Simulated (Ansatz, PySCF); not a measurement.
For rock-salt KCl, PBE in Ansatz (plane waves, PAW) gives:

```
Property              Result
------------------  --------
lattice constant a   6.382 Å
bulk modulus        16.3 GPa
```

Task: What does MP2 in PySCF (GTH pseudopotentials, Gaussian basis) give for the same quantities?

Result: 
- lattice constant a: 6.171 Å (falls by 3.3 %)
- bulk modulus: 21.4 GPa (rises by 31 %)

For comparison: lattice constant a 6.248 Å (measured, low temperature, zero-point motion not removed; as tabulated in Doll and Stoll (1997), arXiv:cond-mat/9707218); bulk modulus 19.7 GPa (measured, 4 K, zero-point motion not removed; as tabulated in Doll and Stoll (1997), arXiv:cond-mat/9707218).

Changes are worked out from the printed values.

Unless a cell is named, each level is at its own relaxed cell (PBE 32.49, MP2 29.38 Å³/atom).

Ansatz's density-functional and Hartree–Fock values are scalar-relativistic unless marked +SOC, with PAW data made under PBE.

Ansatz is a first-principles code.
